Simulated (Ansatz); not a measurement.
How far each method lies from UCCSDT(Q) for Si–AlH₂, quartet

Geometry: a point of a stretch scan, not a stationary point.

```xyz
4

Si    0.0000    0.0000    5.2056
Al    0.0000    0.0000   -1.2494
H     0.0000    1.4055   -1.9781
H     0.0000   -1.4055   -1.9781
```

Basis cc-pVDZ; Ansatz 0.2.0. Only valence electrons are correlated (noble-gas cores frozen), which leaves 9 electrons in 36 orbitals. Prefix R: restricted or restricted open-shell reference; prefix U: unrestricted. Active spaces: pair = (5e, 5o) about the gap; valence = (9e, 10o) chosen from the atoms' valence shells.

Full CI isn't at hand for all of this; UCCSDT(Q) serves as the reference, and is uncertain by about the last step of the cluster series. The frozen core follows each run's orbitals, which can shift R against U totals by a few meV.

For open shells CISD is restricted-active-space CI with the open shells as a complete middle space.

The UHF ⟨S²⟩ is 3.764. The T1 diagnostic (RCCSD) is 0.0200, the largest doubles amplitude (RCCSD) is 0.096 and the T1 diagnostic (UCCSD) is 0.0120.

| level | E − E(UCCSDT(Q)) (kJ/mol) | share of correlation (%) | wall time |
| --- | --- | --- | --- |
| RHF | 385.0 | 0.00 | – |
| UHF | 373.3 | 3.06 | – |
| RMP2 | 109.8 | 71.49 | – |
| UMP2 | 108.6 | 71.80 | – |
| CISD | 32.5 | 91.55 | 3 s |
| RCCSD | 8.2 | 97.87 | – |
| UCCSD | 7.8 | 97.99 | – |
| RCCSD(T) | 2.5 | 99.36 | 3.3 s |
| UCCSD(T) | 2.4 | 99.39 | 3.8 s |
| BCCD(T) | 2.4 | 99.37 | 3.6 s |
| RCCSDT | 0.2 | 99.95 | – |
| UCCSDT | 0.1 | 99.96 | – |
| RCCSDT(Q) | 0.0 | 99.99 | 12 s |
| CASSCF (valence space) | 266.8 | 30.71 | – |
| NEVPT2 (valence space) | 86.7 | 77.49 | 4.8 s |
| MRCISD (valence space) | 18.5 | 95.20 | – |
| MRCISD+Q (valence space) | -0.1 | 100.02 | 7.5 s |

The correlation energy at UCCSDT(Q), counted from RHF, is -3.991 eV. That run took 12 s on 1 thread of Intel Xeon 6975P-C, shared host.

Run but not shown, since their state or frozen core can't be matched to the reference's or they repeat it: CASSCF (pair space), MRCISD (pair space), MRCISD+Q (pair space).

Times hold each run's SCF and search for its determinant on a shared host, so for small cases they say little of a method's own cost; they ran on 1 thread of Intel Xeon 6975P-C.

Natural occupations of CASSCF (valence space) about the gap: 1.976 1.972 1.960 1.000 1.000 0.998 0.040 0.027 0.017 0.011; effectively unpaired electrons, Σ n²(2−n)², 3.02.
